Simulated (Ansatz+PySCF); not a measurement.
Two shapes of triplet BHO₂ in separate pieces.

Shape 1:

```xyz
4

O     0.0000    0.0000   -0.5941
O     0.0000    0.0000    0.5941
B    30.0000    0.0000   -0.7514
H    30.0000    0.0000    3.7571
```

Shape 2:

```xyz
4

O     0.0000    0.0000   -2.1389
O     0.0000    0.0000    2.1389
B    30.0000    0.0000   -0.2087
H    30.0000    0.0000    1.0436
```

Basis set: 6-31G (spherical functions). Frozen core: 3 orbitals. Charge 0, multiplicity 3.

Computed with Ansatz (development build ahead of 0.2.0); the reference of a correlated method needn't be the lowest determinant of its kind.

(1) Which shape is lower in energy, and by how much in each method?

Answers

(1)

| method | E(2) − E(1) (eV) |
| --- | --- |
| UHF | -2.616 |
| UHF-MP2 | 0.999 |
| UHF-CCSD | 0.697 |
| UHF-CCSD(T) | 0.820 |

The methods disagree on the order. Caution: the unrestricted determinant is a mixture of spin states. Caution for UHF-MP2, UHF-CCSD, UHF-CCSD(T): bonds are stretched, where a single reference can fail.
